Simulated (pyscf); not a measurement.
PySCF, gas phase, ωB97X-D3(BJ)/def2-SVP geometries.

Question: Estimate the classical barrier height and the reaction energy of F–BH–F + HCl -> F–B(F)–Cl + H₂ at PBE0-D3(BJ)/def2-TZVP. The step runs on the singlet surface, breaks B–H, Cl–H and forms B–Cl, H–H; take the separated reactants as zero.

Answer: ΔE‡ = 0.97 eV, ΔE = -0.59 eV. ωB97M-D3(BJ)/def2-TZVP gives 1.21 eV and -0.56 eV. Zero-point energy shifts the barrier by +0.03 eV. It is a four-centre exchange, with an imaginary mode of 1104i cm⁻¹. This is the saddle that the search found; another between the same sides may lie lower.
